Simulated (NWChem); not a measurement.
# One shape, several levels: CH4N (methyl amino radical)

Wanted: a comparison of 6 runs (UHF/3-21G, UCAM-B3LYP/6-31+G*, UB3LYP/6-31G*, UB3LYP/aug-cc-pVDZ, UMP2/def2-TZVP) of CH4N (methyl amino radical). 

Program for the calculation: NWChem 7.3.0.

1 further run of the same task is left out (set aside as unsound or not needed).

### Step 1. The molecule

CH4N: 6 atoms, total charge 0, spin state doublet. As SMILES, `C[NH]`. The coordinates come from a PBE0-D4/def2-TZVP relaxation.

Bond lengths: C1–N2 1.430 Å, C1–H3 1.101 Å, C1–H4 1.091 Å, C1–H5 1.101 Å, N2–H6 1.025 Å. Angles: C1–N2–H6 106.9°, N2–C1–H3 111.4°, N2–C1–H4 110.8°, N2–C1–H5 111.7°, H3–C1–H4 108.5°, H3–C1–H5 105.6°, H4–C1–H5 108.6°.

### Step 2. Energy and forces at UHF/3-21G (run 1)

Input file sp.nw:

```
start sp
title "CH4N"
memory stack 880 mb heap 220 mb global 1100 mb
charge 0

geometry units angstrom noautosym nocenter noautoz
  C       -0.068100      -0.273300      -0.237300
  N       -0.284200       0.423100       0.992400
  H       -0.267300       0.373500      -1.106000
  H       -0.712900      -1.151300      -0.303700
  H        0.978900      -0.597100      -0.342200
  H        0.353600       1.225100       0.996700
end

basis spherical bse
  * library 3-21G
end

scf
  doublet
  uhf
  thresh 1e-08
  maxiter 80
  print low
end

task scf gradient
```

Launch:

```console
$ nwchem sp.nw > sp.out
```

The program printed:

```text
[...]
  functions       =    26
[...]
  wavefunction    = UHF
[...]
         Total SCF energy =    -94.059883868011
      One electron energy =   -198.401539843681
      Two electron energy =     68.072291764587
 Nuclear repulsion energy =     36.269364211084
                       Sz =      0.5000
                 Sz(Sz+1) =      0.7500
                      S^2 =      0.7589
[...]
                         UHF ENERGY GRADIENTS
    atom               coordinates                        gradient
                 x          y          z           x          y          z
   1 C      -0.128690  -0.516462  -0.448432   -0.006159   0.020600   0.036703
   2 N      -0.537060   0.799543   1.875364    0.000813  -0.017518  -0.023841
   3 H      -0.505124   0.705813  -2.090037    0.000435   0.004968  -0.005828
   4 H      -1.347186  -2.175642  -0.573910   -0.004833  -0.006509  -0.000554
   5 H       1.849853  -1.128355  -0.646664    0.007484  -0.000465  -0.001586
   6 H       0.668207   2.315103   1.883490    0.002259  -0.001077  -0.004894
 Task  times  cpu:        0.3s     wall:        0.3s
 Total times  cpu:        0.3s     wall:        0.3s
```

Run time: 0.76 s. Hardware: 1 thread of AMD EPYC 9R45 (Zen 5), shared host; peak memory 0.1 GiB.

### Step 3. Energy and gradient at UCAM-B3LYP/6-31+G(d) (spherical functions) (run 2)

Input file ch4n.nw:

```
start ch4n
title "CH4N"
memory stack 880 mb heap 220 mb global 1100 mb
charge 0
geometry noautosym nocenter noautoz
  C       -0.068100      -0.273300      -0.237300
  N       -0.284200       0.423100       0.992400
  H       -0.267300       0.373500      -1.106000
  H       -0.712900      -1.151300      -0.303700
  H        0.978900      -0.597100      -0.342200
  H        0.353600       1.225100       0.996700
end
basis "ao basis" spherical bse
  * library 6-31+G*
end
dft
  xc xcamb88 1.00 lyp 0.81 vwn_5 0.19 hfexch 1.00
  cam 0.33 cam_alpha 0.19 cam_beta 0.46
  mult 2
  grid xfine
  convergence energy 1e-08
  direct
  maxiter 100
  mulliken
  print low
end
task dft gradient
```

Launch:

```console
$ nwchem ch4n.nw > ch4n.out
```

The program printed:

```text
[...]
 d= 0,ls=0.0,diis     1    -95.1041908580 -1.31D+02  6.35D-03  5.49D-02     1.2
[...]
 d= 0,ls=0.0,diis    11    -95.1401410023 -5.44D-10  2.25D-07  1.85D-11    11.4
[...]
         Total DFT energy =      -95.140141002339
      One electron energy =     -199.223164686287
           Coulomb energy =       81.534556770119
    Exchange-Corr. energy =      -13.720897297255
 Nuclear repulsion energy =       36.269364211084
[...]
      Total Density - Mulliken Population Analysis
     ---------------------------------------------
    Atom       Charge   Shell Charges
 -----------   ------   -------------------------------------------------------
    1 C    6     6.51   2.00  0.66  2.13  0.63  0.92  0.07  0.06  0.05
    2 N    7     7.41   2.00  0.83  2.31  0.97  1.20  0.01  0.07  0.03
    3 H    1     0.80   0.52  0.28
    4 H    1     0.79   0.53  0.27
    5 H    1     0.80   0.52  0.28
    6 H    1     0.68   0.51  0.17
[...]
      <S2> =      0.7540 (Exact =     0.7500)
[...]
                         DFT ENERGY GRADIENTS
    atom               coordinates                        gradient
                 x          y          z           x          y          z
   1 C      -0.128690  -0.516462  -0.448432   -0.000368   0.002794   0.004405
   2 N      -0.537060   0.799543   1.875364    0.001504  -0.000891  -0.003694
   3 H      -0.505124   0.705813  -2.090037    0.000654  -0.000930   0.000768
   4 H      -1.347186  -2.175642  -0.573910    0.000631   0.000710  -0.000153
   5 H       1.849853  -1.128355  -0.646664   -0.001245   0.000555  -0.000425
   6 H       0.668207   2.315103   1.883490   -0.001176  -0.002237  -0.000901
 Task  times  cpu:       13.4s     wall:       13.4s
 Total times  cpu:       13.4s     wall:       13.4s
```

Run time: 14 s. Hardware: 1 thread of AMD EPYC 9R45 (Zen 5), shared host; peak memory 0.13 GiB.

Runs 3 to 5 aren't shown in full; the table further down has their settings and results.

### Step 4. Energy and gradient at UMP2/def2-TZVP (run 6)

Input file ch4n.nw:

```
echo
start ch4n
memory 2200 mb

geometry units angstroms noautosym nocenter noautoz
C     -0.068100    -0.273300    -0.237300
N     -0.284200     0.423100     0.992400
H     -0.267300     0.373500    -1.106000
H     -0.712900    -1.151300    -0.303700
H      0.978900    -0.597100    -0.342200
H      0.353600     1.225100     0.996700
end

basis spherical bse
C library def2-TZVP
N library def2-TZVP
H library def2-TZVP
end

scf
nopen 1
uhf
thresh 1e-08
maxiter 80
end

mp2
freeze core 2
tight
end

task mp2 gradient
```

Launch:

```console
$ nwchem ch4n.nw > ch4n.out
```

The program printed:

```text
[...]
  functions       =    86
[...]
  wavefunction    = UHF
[...]
         Total SCF energy =    -94.632349452909
      One electron energy =   -199.199973119563
      Two electron energy =     68.298259455570
 Nuclear repulsion energy =     36.269364211084
                       Sz =      0.5000
                 Sz(Sz+1) =      0.7500
                      S^2 =      0.7617
[...]
          Total MP2 energy           -94.975278794135
[...]
                         mp2 ENERGY GRADIENTS
    atom               coordinates                        gradient
                 x          y          z           x          y          z
   1 C      -0.128690  -0.516462  -0.448432   -0.001993   0.003746   0.008256
   2 N      -0.537060   0.799543   1.875364    0.000219  -0.003684  -0.005200
   3 H      -0.505124   0.705813  -2.090037    0.000157   0.000942  -0.001996
   4 H      -1.347186  -2.175642  -0.573910   -0.001026  -0.001546  -0.000339
   5 H       1.849853  -1.128355  -0.646664    0.001949  -0.000432  -0.000932
   6 H       0.668207   2.315103   1.883490    0.000694   0.000975   0.000210
[...]
```

It took 24 s on 1 thread of AMD EPYC 9R45 (Zen 5), shared host; peak memory 0.22 GiB.

### Step 5. Overview of the runs

| run | level | iteration cap | module | energy (Eh) | ⟨S²⟩ | largest force (eV/Å) | wall time |
| --- | --- | --- | --- | --- | --- | --- | --- |
| 1 | UHF/3-21G | 80 | scf | -94.059884 | 0.759 | 2.187 | 0.76 s |
| 2 | UCAM-B3LYP/6-31+G* (spherical functions) | 100 | dft | -95.140141 | 0.754 | 0.269 | 14 s |
| 3 | UB3LYP/6-31G* (spherical functions) | 100 | dft | -95.188392 | 0.753 | 0.497 | 8.4 s |
| 4 | UB3LYP/6-31G* (Cartesian functions) | 100 | dft | -95.190658 | 0.753 | 0.530 | 9 s |
| 5 | UB3LYP/aug-cc-pVDZ | 100 | dft | -95.207907 | 0.754 | 0.329 | 26 s |
| 6 | UMP2/def2-TZVP | 80 | mp2 | -94.975279 | 0.762 | 0.477 | 24 s |

### Step 6. Results

| quantity | value |
| --- | --- |
| run 6: total energy | -94.97528 Eh |
| run 6: dipole moment (of the density that the program reports) | 2.01 D |
| run 6: HOMO energy (Hartree–Fock orbitals) (highest over α and β) | -11.40 eV |
| run 6: LUMO energy (Hartree–Fock orbitals) (lowest over α and β) | 3.40 eV |
| run 6: correlation energy (2 core orbitals frozen) | -342.9 mEh |
| run 6: ⟨S²⟩ of the reference determinant | 0.762 |
| run 6: largest force on an atom | 0.477 eV/Å |

In words: Over runs 3, 4, 5, 6 the dipole moment (its size) runs from 1.99 D (UB3LYP/aug-cc-pVDZ) to 2.01 D (UMP2/def2-TZVP). The two ends differ in method and basis. Totals of different functionals can't be ranked against each other. All runs together took 82 s, the longest 26 s.
